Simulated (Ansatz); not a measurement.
`C/N=C(\C)O` + HCl → `C/N=C(/C)Cl` + H₂O  (substitution at a C–O bond)

Program: Ansatz. Geometries: PBE0-D4/def2-TZVP. ΔE: electronic, gas phase. CBS: MP2 limit from def2 TZ/QZ plus the TZ coupled-cluster correction, frozen cores. This one scheme is used for every species. Double bonds are as drawn, so ΔE can hold a change between cis and trans. DFT in def2-TZVPP. One conformer a species, not always the lowest.

```json
{"species": "`C/N=C(\\C)O`", "LDA (SPW92) energy (Eh)": "-246.51364"}
{"species": "HCl", "LDA (SPW92) energy (Eh)": "-459.31375"}
{"species": "`C/N=C(/C)Cl`", "LDA (SPW92) energy (Eh)": "-629.91900"}
{"species": "H₂O", "LDA (SPW92) energy (Eh)": "-75.90194"}
```

**Question.** Work out ΔE.

**Answer.** ΔE = (-629.91900) + (-75.90194) − (-246.51364) − (-459.31375) = 0.00645 Eh = +16.9 kJ/mol. CCSD(T)/CBS gives +6.1 kJ/mol.

Largest T1 diagnostic among the species: 0.013.

From PBE to PBE0 (25 % exact exchange), in def2-TZVPP and without D4, ΔE moves by +6.0 kJ/mol. Leaving LDA and LC-ωPBE aside and taking each functional with its dispersion term where it has one, the values, not all of them listed here, spread over 16.4 kJ/mol, from BLYP-D4 to ωB97X-V. LDA lies +9.6 kJ/mol from PBE without D4.
